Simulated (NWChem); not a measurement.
System: LiH; SMILES [LiH]

```xyz
2

Li     0.0000     0.0000     0.4586
H      0.0000     0.0000    -1.1457
```
Atoms are numbered in this order, from 1.

The geometry was optimised at PBE-D3(BJ)/def2-SVP.

### Question
List the 4 lowest vertical singlet excitations from B3LYP/def2-TZVP, TDA (NWChem).

### Answer
```
state  energy (eV)  oscillator strength  leading excitation (squared amplitude)
-----  -----------  -------------------  --------------------------------------
S1            3.43                0.083                      HOMO → LUMO (0.97)
S2            4.69                0.267                    HOMO → LUMO+1 (1.00)
S3            4.69                0.267                    HOMO → LUMO+2 (1.00)
S4            6.58                0.012                    HOMO → LUMO+3 (0.96)
```
